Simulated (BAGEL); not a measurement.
# C3H4F2 (SMILES FC1(F)CC1): B3LYP/cc-pVDZ (density fitting with qzvpp-jkfit)

Aim: the energy change on altering one bond length of C3H4F2 at B3LYP/cc-pVDZ (density fitting with qzvpp-jkfit), from 2 runs. 

The calculation is run with BAGEL 1.2.2.

1 further run of the same task is left out (set aside as unsound or not needed).

### 1 The molecule

The species is C3H4F2 (9 atoms), meant as a singlet with charge 0. SMILES: `FC1(F)CC1`. The coordinates come from a PBE0-D4/def2-TZVP relaxation.

Bond lengths: F1–C2 1.343 Å, C2–F3 1.343 Å, C2–C4 1.469 Å, C2–C5 1.469 Å, C4–C5 1.536 Å, C4–H6 1.082 Å, C4–H7 1.082 Å, C5–H8 1.082 Å, C5–H9 1.082 Å. Some angles: F1–C2–F3 109.3°, F1–C2–C4 119.5°, F1–C2–C5 119.5°, F3–C2–C4 119.5°, F3–C2–C5 119.5°, C4–C2–C5 63.1°, C2–C4–C5 58.5°, C2–C5–C4 58.5°, C2–C4–H6 117.6°, C2–C4–H7 117.6°.

### 2 The energy at B3LYP/cc-pVDZ (density fitting with qzvpp-jkfit)

Input file job.json:

```json
{ "bagel": [

{
  "title": "molecule",
  "basis": "cc-pvdz.json",
  "df_basis": "qzvpp-jkfit",
  "angstrom": true,
  "geometry": [
    { "atom": "F", "xyz": [    1.653500,   -0.826400,    0.516900 ] },
    { "atom": "C", "xyz": [    0.571500,   -0.513600,   -0.214600 ] },
    { "atom": "F", "xyz": [    0.598200,   -1.204400,   -1.366000 ] },
    { "atom": "C", "xyz": [    0.068600,    0.866300,   -0.209800 ] },
    { "atom": "C", "xyz": [   -0.712600,   -0.275800,    0.457400 ] },
    { "atom": "H", "xyz": [    0.564000,    1.577900,    0.437800 ] },
    { "atom": "H", "xyz": [   -0.320000,    1.261000,   -1.139500 ] },
    { "atom": "H", "xyz": [   -1.609500,   -0.624100,   -0.038100 ] },
    { "atom": "H", "xyz": [   -0.725300,   -0.307300,    1.539100 ] }
  ]
},
{ "title": "ks", "xc_func": "b3lyp", "charge": 0 },
{ "title": "print", "file": "orbitals.molden", "orbitals": true }

]}
```

The basis set cc-pVDZ is read from a file made from the Basis Set Exchange's data (not shown).

On the command line:

```console
$ BAGEL_NUM_THREADS=1 BAGEL job.json > job.out
```

The program printed:

```text
* using 1 threads per process

  ===============================================================
  ===============================================================

  *** Geometry ***

  { "atom" : "F", "xyz" : [      3.124662,     -1.561670,      0.976799 ] },
  { "atom" : "C", "xyz" : [      1.079978,     -0.970563,     -0.405535 ] },
  { "atom" : "F", "xyz" : [      1.130434,     -2.275986,     -2.581366 ] },
  { "atom" : "C", "xyz" : [      0.129635,      1.637070,     -0.396465 ] },
  { "atom" : "C", "xyz" : [     -1.346619,     -0.521186,      0.864361 ] },
  { "atom" : "H", "xyz" : [      1.065806,      2.981799,      0.827322 ] },
  { "atom" : "H", "xyz" : [     -0.604712,      2.382945,     -2.153343 ] },
  { "atom" : "H", "xyz" : [     -3.041514,     -1.179378,     -0.071999 ] },
  { "atom" : "H", "xyz" : [     -1.370618,     -0.580713,      2.908477 ] },

  Number of auxiliary basis functions:      451

  Since a DF basis is specified, we compute 2- and 3-index integrals:
    o Being stored without compression. Storage requirement is 0.029 GB

  Number of basis functions:       90
  Number of electrons      :       40

    * METHOD: MOLECULE                             0.22

  *** Kohn-Sham DFT ***

    * Removing 18112 points whose weight is below 1.00e-10
    * Grid points: 116042

  === Nuclear Repulsion ===
   184.9612838012

       - DIIS with orbital gradients will be used.

  === KS iteration (b3lyp / cc-pvdz.json) ===
      0       -277.23971447          0.15074197           0.38
      1       -228.78064020          0.19657634           0.36
      2       -254.51436132          0.19568415           0.36
      3       -310.53360982          0.10075892           0.35
      4       -315.98530217          0.02321545           0.35
      5       -316.01617091          0.02483834           0.35
      6       -316.35212372          0.00528570           0.36
      7       -316.37747356          0.00132641           0.36
      8       -316.37817197          0.00072544           0.36
      9       -316.37848213          0.00007111           0.36
     10       -316.37848513          0.00001049           0.36
     11       -316.37848517          0.00000127           0.36
     12       -316.37848517          0.00000032           0.36
     13       -316.37848517          0.00000026           0.35
     14       -316.37848517          0.00000007           0.35
     15       -316.37848517          0.00000001           0.35
     16       -316.37848517          0.00000000           0.36
    * SCF iteration converged.

    * Permanent dipole moment:
           (    0.537915,    -0.486909,    -0.203729) a.u.

    * METHOD: KS                                   6.82

    * METHOD: PRINT                                0.02

  ===============================================================
```

It took 7.2 s on 1 thread of Arm Neoverse V1, shared host; peak memory 0.47 GiB.

### 3 The distorted shape at the same level

Input file input.json:

```json
{ "bagel" : [

{
  "title" : "molecule",
  "basis" : "cc-pvdz.json",
  "df_basis" : "qzvpp-jkfit",
  "angstrom" : "true",
  "geometry" : [
    { "atom" : "F", "xyz" : [    1.649496,   -0.722804,    0.689571 ] },
    { "atom" : "C", "xyz" : [    0.567496,   -0.410004,   -0.041929 ] },
    { "atom" : "F", "xyz" : [    0.598200,   -1.204400,   -1.366000 ] },
    { "atom" : "C", "xyz" : [    0.064596,    0.969896,   -0.037129 ] },
    { "atom" : "C", "xyz" : [   -0.716604,   -0.172204,    0.630071 ] },
    { "atom" : "H", "xyz" : [    0.559996,    1.681496,    0.610471 ] },
    { "atom" : "H", "xyz" : [   -0.324004,    1.364596,   -0.966829 ] },
    { "atom" : "H", "xyz" : [   -1.613504,   -0.520504,    0.134571 ] },
    { "atom" : "H", "xyz" : [   -0.729304,   -0.203704,    1.711771 ] }
  ]
},
{ "title" : "ks", "xc_func" : "b3lyp" },
{ "title" : "print", "file" : "orbitals.molden", "orbitals" : "true" }

]}
```

The basis set cc-pVDZ is read from a file made from the Basis Set Exchange's data (not shown).

On the command line:

```console
$ BAGEL_NUM_THREADS=1 BAGEL input.json > input.out
```

The program printed:

```text
* using 1 threads per process

  ===============================================================
  ===============================================================

  *** Geometry ***

  { "atom" : "F", "xyz" : [      3.117096,     -1.365902,      1.303100 ] },
  { "atom" : "C", "xyz" : [      1.072412,     -0.774795,     -0.079234 ] },
  { "atom" : "F", "xyz" : [      1.130434,     -2.275986,     -2.581366 ] },
  { "atom" : "C", "xyz" : [      0.122069,      1.832838,     -0.070164 ] },
  { "atom" : "C", "xyz" : [     -1.354185,     -0.325418,      1.190662 ] },
  { "atom" : "H", "xyz" : [      1.058239,      3.177567,      1.153623 ] },
  { "atom" : "H", "xyz" : [     -0.612279,      2.578713,     -1.827042 ] },
  { "atom" : "H", "xyz" : [     -3.049081,     -0.983610,      0.254302 ] },
  { "atom" : "H", "xyz" : [     -1.378185,     -0.384945,      3.234778 ] },

  Number of auxiliary basis functions:      451

  Since a DF basis is specified, we compute 2- and 3-index integrals:
    o Being stored without compression. Storage requirement is 0.029 GB

  Number of basis functions:       90
  Number of electrons      :       40

    * METHOD: MOLECULE                             0.23

  *** Kohn-Sham DFT ***

    * Removing 17821 points whose weight is below 1.00e-10
    * Grid points: 116333

  === Nuclear Repulsion ===
   178.9292417188

       - DIIS with orbital gradients will be used.

  === KS iteration (b3lyp / cc-pvdz.json) ===
      0       -279.99982806          0.13934182           0.39
      1       -231.18257728          0.18706111           0.38
      2       -257.68254713          0.18832002           0.37
      3       -309.15310589          0.09918836           0.36
      4       -315.90778894          0.02454796           0.36
      5       -315.87708602          0.02803781           0.37
      6       -316.32243595          0.00670920           0.37
      7       -316.35880278          0.00206741           0.37
      8       -316.36132409          0.00105148           0.37
      9       -316.36230037          0.00009678           0.37
     10       -316.36230614          0.00004082           0.37
     11       -316.36230724          0.00001170           0.36
     12       -316.36230733          0.00000233           0.36
     13       -316.36230733          0.00000074           0.37
     14       -316.36230733          0.00000027           0.37
     15       -316.36230733          0.00000006           0.37
     16       -316.36230734          0.00000003           0.36
     17       -316.36230734          0.00000001           0.36
     18       -316.36230734          0.00000000           0.37
    * SCF iteration converged.

    * Permanent dipole moment:
           (    0.601629,    -0.705841,    -0.503925) a.u.

    * METHOD: KS                                   7.74

    * METHOD: PRINT                                0.02

  ===============================================================
```

It took 8.4 s on 1 thread of Arm Neoverse V1, shared host; peak memory 0.48 GiB.

### 4 Outcome

Level: B3LYP/cc-pVDZ (density fitting with qzvpp-jkfit).

```
                                                         quantity          value
                                        first shape: total energy  -316.37849 Eh
                                       first shape: dipole moment         1.92 D
                                         first shape: HOMO energy       -7.83 eV
                                         first shape: LUMO energy        1.73 eV
                                       first shape: HOMO–LUMO gap        9.56 eV
                                    distorted shape: total energy  -316.36231 Eh
                                   distorted shape: dipole moment         2.68 D
                                     distorted shape: HOMO energy       -8.25 eV
                                     distorted shape: LUMO energy        0.68 eV
                                   distorted shape: HOMO–LUMO gap        8.93 eV
energy change with the C2–F3 bond stretched from 1.343 to 1.544 Å       0.440 eV
```

**Reading.** With the C2–F3 bond stretched from 1.343 to 1.544 Å the energy rises by 0.44 eV (10.2 kcal/mol). The first shape isn't relaxed at this level, so the change isn't measured from a minimum.
